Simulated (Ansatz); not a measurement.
The input, for Ansatz 0.2.0:

```yaml
crystal:
  periodic: [false, false, false]
  atoms:
    - {symbol: P, position_ang: [0.041622, 0.000000, 0.000000]}
    - {symbol: H, position_ang: [0.182325, 0.000000, -1.504740]}
    - {symbol: H, position_ang: [-0.821841, 1.169392, 0.000000]}
    - {symbol: H, position_ang: [-0.821841, -1.169392, 0.000000]}
    - {symbol: H, position_ang: [0.182325, 0.000000, 1.504740]}
basis:
  gaussian: {orbitals: aug-cc-pVDZ}
total_charge: -1
magnetization: {spin_polarized: true, initial_magnetization: 4}
hamiltonian: {xc: {name: PBE}}
output: {orbitals: {seedname: orbitals}}
```

```sh
$ ansatz run in.yaml --threads 1 --pin off --events-out ev --progress --plain --max-ram 2393MiB
```

The program prints:

```
594 factors; their error is unknown
mean field evaluation 1: about -9336.9071 eV, gradient 1.6e1 eV
mean field evaluation 2: about -9332.8683 eV, gradient 2.8e1 eV
mean field evaluation 4: about -9339.6917 eV, gradient 2.0e0 eV
mean field evaluation 8: about -9339.7485 eV, gradient 7.6e-2 eV
mean field evaluation 16: about -9339.7399 eV, gradient 3.8e-6 eV
mean field evaluation 32: about -9338.8138 eV, gradient 2.6e0 eV
mean field evaluation 64: about -9339.6916 eV, gradient 4.3e-1 eV
mean field evaluation 96: about -9339.0370 eV, gradient 1.5e0 eV
mean field evaluation 128: about -9338.7627 eV, gradient 4.4e0 eV
mean field -9339.73986900 eV, -343.2291094829 hartree, gradient 4.8e-6 eV, S^2 6.005315; 18 other end points of the search recorded, 0 dependent functions left out
reference -9339.73990372 eV, -343.2291107586 hartree; 12, 8 occupied and 51, 55 virtual orbitals, 594 factors
Total energy: -9339.73990372 eV, -343.2291107586 hartree
```

Ran on 1 thread of Arm Neoverse V1, shared host: 12 s wall, 0.19 GiB peak host memory.
